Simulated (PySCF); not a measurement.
**Relaxation of singlet MgCl₂**

These are results of PySCF, B3LYP, basis Mg def2-TZVP, Cl def2-TZVP (no relativity, density fitting), not measurements. A (50,194) grid was used.

A hand-made linear start, of D∞h symmetry, held to at least that symmetry:

Coordinates in bohr (charge 0 multiplicity 1):
```
Mg    0.0000    0.0000    0.0000
Cl    0.0000    0.0000    4.4975
Cl    0.0000    0.0000   -4.4975
```

Q: What forces act on the atoms at the start (eV/Å)?

A: 
| atom | Fx | Fy | Fz |
| --- | --- | --- | --- |
| Mg1 | 0.00 | 0.00 | 0.00 |
| Cl2 | 0.00 | 0.00 | -1.79 |
| Cl3 | 0.00 | 0.00 | 1.79 |

Q: What does it relax to?

A: It ends at D∞h with Mg–Cl 2.177 Å (×2); Cl–Mg–Cl 180.0°. A frequency run shows a minimum. Other isomers or separated fragments may lie lower.

Q: How much energy is released, and in how many steps?

A: 40.2 kJ/mol in 5 steps.
